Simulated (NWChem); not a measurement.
# disilane (Si₂H₆); SMILES [SiH3][SiH3]

All runs: NWChem. The geometry was optimised at PBE0/def2-SVP. Level: PBE/def2-SVP with SMD (1 M gas to 1 M solution), gas-phase geometry. Reactions with the solvent are ignored.

For solvent tetrahydrofuran:

| Quantity | Result |
|---|---|
| solvation free energy (kcal/mol) | 0.0 |
| cavity-dispersion-structure term (kcal/mol) | 0.2 |

Problem. Estimate the same quantities for solvent dimethyl sulfoxide.

Solution. 
| Property | Value |
|---|---|
| solvation free energy (kcal/mol) | 1.0 |
| cavity-dispersion-structure term (kcal/mol) | 1.2 |
